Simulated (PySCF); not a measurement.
## Computed and reference excited states of `N#N` (N2)

Published values to compare with (the computed states carry no symmetry labels, so the two lists aren't matched line by line):

```
     state  E (eV)      f                                        kind of transition  source
    A 3Σu+    6.22         Te (adiabatic, minimum to minimum, no zero-point energy)     [1]
     B 3Πg    7.39         Te (adiabatic, minimum to minimum, no zero-point energy)     [1]
     W 3Δu    7.42         Te (adiabatic, minimum to minimum, no zero-point energy)     [1]
3Σu+(π→π*)    7.70                                              vertical absorption     [2]
3Σu+(π→π*)    7.75                                              vertical absorption     [3]
 3Πg(n→π*)    8.01                                              vertical absorption     [2]
 3Πg(n→π*)    8.04                                              vertical absorption     [3]
   B' 3Σu-    8.22         Te (adiabatic, minimum to minimum, no zero-point energy)     [1]
   a' 1Σu-    8.45         Te (adiabatic, minimum to minimum, no zero-point energy)     [1]
     a 1Πg    8.59         Te (adiabatic, minimum to minimum, no zero-point energy)     [1]
 3Δu(π→π*)    8.87                                              vertical absorption     [2]
 3Δu(π→π*)    8.88                                              vertical absorption     [3]
     w 1Δu    8.94         Te (adiabatic, minimum to minimum, no zero-point energy)     [1]
 1Πg(n→π*)    9.31                                              vertical absorption     [3]
 1Πg(n→π*)    9.34                                              vertical absorption     [2]
3Σu-(π→π*)    9.66                                              vertical absorption     [2]
3Σu-(π→π*)    9.67                                              vertical absorption     [3]
1Σu-(π→π*)    9.88                                              vertical absorption     [2]
1Σu-(π→π*)    9.92                                              vertical absorption     [3]
 1Δu(π→π*)   10.27                                              vertical absorption     [3]
 1Δu(π→π*)   10.29  0.000                                       vertical absorption     [2]
1Σg+(n.d.)   12.98                                              vertical absorption     [2]
 1Πu(n.d.)   13.03  0.458                                       vertical absorption     [2]
1Σu+(n.d.)   13.09  0.296                                       vertical absorption     [2]
 1Πu(n.d.)   13.46  0.000                                       vertical absorption     [2]
```

[1] measured, gas; Huber, Herzberg, Constants of Diatomic Molecules, NIST Chemistry WebBook
[2] computed, theoretical best estimate (aug-cc-pVTZ, frozen core, CC3 geometry), gas; Veril, Scemama, Caffarel, Lipparini, Boggio-Pasqua, Jacquemin, Loos, WIREs Comput. Mol. Sci. 2021, 11, e1517 (QUESTDB)
[3] measured, gas; Loos, Scemama, Blondel, Garniron, Caffarel, Jacquemin (2018), arXiv:1807.02045, literature column

N₂.
Numbering: `[N:1]#[N:2]`

Structure used (PBE0-D3(BJ)/def2-SVP), in Å, numbered top down from 1:
```
atom  x, y, z in Å
N1     0.5708   -0.0574    0.0068
N2    -0.5266   -0.0329   -0.0007
```

Computed, not measured: PySCF 2.14.0, density-fitted response routines, TDDFT CAM-B3LYP/def2-SVPD, vertical, gas phase, core orbitals frozen in the response.

Computed singlets: 9.27 eV (f 0.000); 9.46 eV (f 0.000 summed over 2 states); 9.77 eV (f 0.000 summed over 2 states); 13.66 eV (f 0.290 summed over 2 states); 14.33 eV (f 0.000); 14.41 eV (f 0.840) [of 10 roots; the last level is left out, as the window may have cut its degenerate partner]. Computed triplets (Tamm–Dancoff): 7.51, 7.82, 7.82 eV.

**Question.** How does the lowest computed singlet compare with the best estimate listed for the lowest singlet (vertical absorption)?

**Answer.** 9.27 eV against 9.34 eV for 1Πg(n→π*) [2]: a difference of -0.07 eV. Geometry and basis of the two calculations needn't be the same.

**Question.** How does the lowest computed triplet compare with the best estimate listed for the lowest triplet (vertical absorption)?

**Answer.** 7.51 eV against 7.70 eV for 3Σu+(π→π*) [2]: a difference of -0.19 eV. Geometry and basis of the two calculations needn't be the same.

n.d. means that the source names no orbital transition; it classes the state at 12.98 eV as Rydberg, the state at 13.03 eV as Rydberg, the state at 13.09 eV as Rydberg and the state at 13.46 eV as Rydberg.

Adiabatic (Te) and 0-0 energies refer to the relaxed excited state and aren't the vertical quantity computed here.

All these states lie below the vertical ionisation energy of 16.06 eV (ΔSCF).
